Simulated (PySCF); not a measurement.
Molecule: `C=P(C)(C)C`, C₄H₁₁P.

Structure with atom numbers: `[CH2:1]=[P:2]([CH3:3])([CH3:4])[CH3:5]` (H(Xn): hydrogen on atom n).

Geometry PBE0-D3(BJ)/def2-SVP throughout; GIAO in PySCF, gas phase, one conformer, non-relativistic; equivalent atoms averaged; functional PBE0.

Question: How do the shifts δ (against TMS, H3PO4 at the same level) depend on the basis set? (ppm; last column core-seconds on 1 thread of an Arm Neoverse V2, shared host)

Answer: 
```csv
basis set,functions,C3/C4/C5,C1,P2,H(C3)/H(C4)/H(C5),H(C1),core-s
STO-3G,40,13.7,-10.4,-98.5,0.83,-1.99,2.7
6-31G,71,18.5,-8.9,-98.4,1.09,-0.71,5.1
6-31G*,96,18.0,-8.3,-28.5,1.05,-0.63,6.7
def2-SVP,129,19.6,-8.4,-30.7,1.11,-0.77,8.5
"6-311+G(2d,p)",209,20.7,-7.0,-33.0,1.22,-0.34,19
def2-TZVP,227,20.7,-7.9,-28.3,1.23,-0.42,21
```

Question: Which nucleus moves most, in ppm?

Answer: P2 (phosphorus bonded to 4 C): from -98.5 ppm with STO-3G to -28.3 ppm with def2-TZVP. The smallest spread is 0.40 ppm, at H(C3)/H(C4)/H(C5). Proton shifts span only some 12 ppm, so a few tenths of a ppm matter as much there as several ppm in carbon.

Question: Taking the largest basis, def2-TZVP (227 functions), as the yardstick, rank the others by their worst heavy-atom deviation.

Answer: def2-SVP 2.4 ppm (129 functions), 6-31G* 2.7 ppm (96 functions), 6-311+G(2d,p) 4.7 ppm (209 functions), 6-31G 70.2 ppm (71 functions), STO-3G 70.2 ppm (40 functions).

A small basis that lands close on one nucleus may do so by chance; judge by the trend and by all nuclei.
